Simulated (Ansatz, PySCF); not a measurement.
Gas-phase enthalpy of formation at 298 K, by the atomisation route, of [NH] (NH) (triplet) (SMILES; NH). Structures are relaxed separately at B3LYP-D3(BJ)/def2-TZVP in Ansatz (a first-principles code). Correlated levels leave the core frozen unless marked. UHF or UKS for open shells. Spin-orbit coupling is left out. No relativistic terms. CBS marks a two-point X^-3 extrapolation of the correlation energy; Hartree-Fock from the larger set (for Q and 5 zeta extrapolated as (X+1)exp(-9√X)). Thermal terms are rigid-rotor harmonic-oscillator values from B3LYP-D3(BJ) frequencies (PySCF) at 298.15 K and 1 atm. 1 Eh = 627.5095 kcal/mol.

```tsv
species	count	E, CCSD(T)/CBS(cc-pVQZ,cc-pV5Z) (Ansatz) (Eh)	E, PBE/def2-TZVPD (Ansatz) (Eh)	measured ΔHf at 0 K (kcal/mol)	H(298) - H(0) of the element (kcal/mol)
[NH] (NH) (triplet)	1	-55.16264	-55.17244	-	-
H atom	1	-0.50000	-0.49962	51.63	1.01
N atom	1	-54.53058	-54.53224	112.53	1.04
```

Molecule: zero-point energy 4.63, H(298) - H(0) 2.07 kcal/mol. The route leaves out scalar relativity and anharmonic zero-point terms, and in the frozen-core level the core correlation. Atomic data: G2/97 table in ASE.

Question: Work out De, D0 and ΔHf at 0 and 298 K at both levels, and their errors against the measured value.

Answer: 
The atoms' values sum to 164.16 (0 K) and 2.05 (thermal), in kcal/mol.
- CCSD(T)/CBS(cc-pVQZ,cc-pV5Z): De = 82.87; D0 = 82.87 - 4.63 = 78.24; ΔHf(0 K) = 164.16 - 78.24 = 85.92; ΔHf(298 K) = 85.92 + 2.07 - 2.05 = 85.94; error +0.7.
- PBE/def2-TZVPD: De = 88.22; D0 = 88.22 - 4.63 = 83.59; ΔHf(0 K) = 164.16 - 83.59 = 80.57; ΔHf(298 K) = 80.57 + 2.07 - 2.05 = 80.59; error -4.6.
Measured: 85.2 kcal/mol (G2/97 table in ASE (Curtiss et al.)). This is an older compilation, not checked against later work.
